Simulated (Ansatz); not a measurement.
C3H6OS (`SCC1CO1`). The species carries charge 0 and has multiplicity 1.

Z-matrix (Å, degrees):
```
C
C 1 1.497
S 1 1.810 2 112.3
H 1 1.091 2 110.5 3 124.4
H 1 1.093 2 110.3 3 -116.7
O 2 1.418 1 116.0 3 -164.6
C 2 1.458 1 121.1 3 -96.5
H 2 1.089 1 115.3 3 57.1
H 3 1.343 1 96.6 2 62.3
H 7 1.088 2 119.2 1 -0.3
H 7 1.087 2 119.9 1 152.9
```

(1) List the harmonic frequencies (cm⁻¹, unscaled) at PBE0-D4/def2-TZVP in Ansatz. (Best estimate.)

(2) Is this a minimum?

(3) Give the ideal-gas thermochemistry at 298.15 K and 1 bar (rigid rotor, harmonic oscillator; point group C1, symmetry number 1).

(4) And at 400, 500, 600, 800 and 1000 K?

Answers

(1) Computed: 99, 199, 241, 380, 408, 726, 803, 861, 897, 931, 1032, 1088, 1123, 1161, 1177, 1218, 1271, 1303, 1440, 1469, 1533, 2707, 3077, 3101, 3125, 3142, 3192.

(2) Yes, all 27 modes are real.

(3) Zero-point energy 225.5 kJ/mol; H(298) − E = 243.2 kJ/mol; entropy 319.8 J/(mol·K), of which translation 165.0, rotation 110.0, vibration 44.9; G(298) − E = 147.8 kJ/mol. Modes under 100 cm⁻¹ are hindered rotations or soft bends, so the harmonic entropy is rough.

(4) 
```json
{"T (K)": "400", "H − E (kJ/mol)": "253.6", "S (J/mol/K)": "349.6", "G − E (kJ/mol)": "113.7"}
{"T (K)": "500", "H − E (kJ/mol)": "266.0", "S (J/mol/K)": "377.2", "G − E (kJ/mol)": "77.4"}
{"T (K)": "600", "H − E (kJ/mol)": "280.2", "S (J/mol/K)": "403.1", "G − E (kJ/mol)": "38.3"}
{"T (K)": "800", "H − E (kJ/mol)": "312.9", "S (J/mol/K)": "450.0", "G − E (kJ/mol)": "-47.1"}
{"T (K)": "1000", "H − E (kJ/mol)": "349.9", "S (J/mol/K)": "491.2", "G − E (kJ/mol)": "-141.3"}
```
